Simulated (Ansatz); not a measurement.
Relaxation of C2H5FO2S (11 atoms, charge 0, multiplicity 1), to a largest force component of 0.02 eV/Å in at most 40 steps.

These are results of RKS BHLYP-D4/6-31G in Ansatz 0.2.0, not measurements.

```xyz
11
Properties=species:S:1:pos:R:3:forces:R:3
C -0.104 -0.640 1.481 -1.91 3.16 1.21
O 0.529 -0.615 0.227 0.35 0.76 -1.67
C 0.041 0.383 -0.686 5.21 -1.80 -0.23
O 1.216 0.772 -1.508 -2.54 -1.30 0.90
F -0.228 1.494 0.011 -1.38 2.12 1.28
S -1.325 -0.133 -1.656 -2.09 -0.05 -0.82
H 0.225 -1.441 2.067 0.61 -1.19 0.32
H -1.195 -0.679 1.325 0.38 -0.31 0.34
H 0.078 0.339 2.064 -0.09 -1.69 -0.93
H 1.469 1.553 -1.024 1.13 0.82 -0.07
H -0.641 -1.091 -2.281 0.34 -0.51 -0.32
```

**Question.** Where does it end, and by what steps?

**Answer.** The run converged. Limits of this set-up: no polarisation functions. After 10 steps the energy has fallen by 1.005 eV; H10 moved furthest, 0.76 Å.

| step | energy less start (eV) | largest force component (eV/Å) | accepted |
| --- | --- | --- | --- |
| 0 | 0.0000 | 5.210 | yes |
| 1 | -0.5777 | 3.104 | yes |
| 2 | -0.8358 | 1.698 | yes |
| 3 | -0.9228 | 0.710 | yes |
| 4 | -0.9799 | 0.492 | yes |
| 5 | -0.9852 | 0.361 | yes |
| 6 | -0.9571 | 1.796 | no |
| 7 | -1.0001 | 0.160 | yes |
| 8 | -1.0035 | 0.087 | yes |
| 9 | -1.0050 | 0.028 | yes |
| 10 | -1.0051 | 0.016 | yes |

```xyz
11
Properties=species:S:1:pos:R:3
C -0.134 -0.622 1.482
O 0.636 -0.273 0.306
C 0.070 0.563 -0.632
O 1.036 0.890 -1.543
F -0.413 1.712 0.033
S -1.425 -0.116 -1.525
H 0.490 -1.310 2.031
H -1.061 -1.101 1.188
H -0.338 0.264 2.069
H 1.909 0.940 -1.126
H -0.704 -1.005 -2.263
```

Whether the end is a true minimum wasn't checked by a vibrational analysis.

The run took 39 s on 1 thread of Arm Neoverse V1 (shared host), peak memory 0.15 GiB.
